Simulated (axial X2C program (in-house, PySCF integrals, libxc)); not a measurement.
# Spin–orbit effects along a row: molecules with H, CCSD(T)

Computed with an in-house all-electron X2C program for linear molecules (integrals from PySCF), spin-free (one-electron X2C) or two-component (2c: spin–orbit coupling with atomic mean-field Coulomb and Gaunt terms, which also bring small scalar terms), in Dyall basis sets with cores contracted in-house; open shells are unrestricted.

Basis sets: B dyall-v3z, F dyall-av3z, H dyall-v3z, Li dyall-cv3z, N dyall-av3z, O dyall-av3z. Frozen shells (counts by l): LiH Li 1s, H none, 2 electrons correlated; BH B 1s, H none, 4 electrons correlated; NH N 1s, H none, 6 electrons correlated; OH O 1s, H none, 7 electrons correlated; HF F 1s, H none, 8 electrons correlated. Coupled cluster in natural virtuals with an MP2 remainder. Where the outer core of a metal is frozen, bonds come out longer and ionisation energies lower. Frozen cores can differ along the series, which adds to the trend.

```json
{"molecule": "LiH", "spin-free state": "M_S = 0, Λ = 0", "Re (Å)": "1.606", "ωe (cm⁻¹)": "1396.0", "De (eV)": "2.47", "2c state": "Ω = 0", "Re 2c (Å)": "1.606", "ωe 2c (cm⁻¹)": "1396.0", "De 2c (eV)": "2.47"}
{"molecule": "BH", "spin-free state": "M_S = 0, Λ = 0", "Re (Å)": "1.236", "ωe (cm⁻¹)": "2348.5", "De (eV)": "3.62", "2c state": "Ω = 0", "Re 2c (Å)": "1.236", "ωe 2c (cm⁻¹)": "2348.3", "De 2c (eV)": "3.62"}
{"molecule": "NH", "spin-free state": "?", "Re (Å)": "?", "ωe (cm⁻¹)": "?", "De (eV)": "?", "2c state": "?", "Re 2c (Å)": "?", "ωe 2c (cm⁻¹)": "?", "De 2c (eV)": "?"}
{"molecule": "OH", "spin-free state": "M_S = 1/2, Λ = 1", "Re (Å)": "0.974", "ωe (cm⁻¹)": "3713.8", "De (eV)": "4.52", "2c state": "Ω = 3/2", "Re 2c (Å)": "0.974", "ωe 2c (cm⁻¹)": "3713.8", "De 2c (eV)": "4.52"}
{"molecule": "HF", "spin-free state": "M_S = 0, Λ = 0", "Re (Å)": "0.921", "ωe (cm⁻¹)": "4111.3", "De (eV)": "6.01", "2c state": "Ω = 0", "Re 2c (Å)": "0.921", "ωe 2c (cm⁻¹)": "4111.3", "De 2c (eV)": "5.99"}
```

Question: Estimate the 2c Re and ωe of NH as the mean of its neighbours in the table.

Answer: Re ≈ 1.105 Å, ωe ≈ 3031.1 cm⁻¹. The CCSD(T) runs give the row below, so the estimate misses by 0.065 Å and -232.8 cm⁻¹.

| molecule | spin-free state | Re (Å) | ωe (cm⁻¹) | De (eV) | 2c state | Re 2c (Å) | ωe 2c (cm⁻¹) | De 2c (eV) |
| --- | --- | --- | --- | --- | --- | --- | --- | --- |
| NH | M_S = 1, Λ = 0 | 1.040 | 3263.9 | 3.48 | Ω = 1 | 1.040 | 3263.8 | 3.48 |

Each entry is the lowest single determinant of a limited PBE0 search at one distance. De goes to single-determinant-based atoms at the same level (for ions the charge split of lowest energy) and is withheld (n/a) where an atom does not fit its ground term or J level. Main or longest-lived isotopes. One determinant is a doubtful description, or other states lie close, for NH; these need not be ground states, and all values refer to the states named. Some open-shell Ω = 0 determinants are out of reach, so the Ω given for NH need not be the lowest component. With several unpaired electrons the Ω given is that of one determinant, not necessarily of the lowest component.
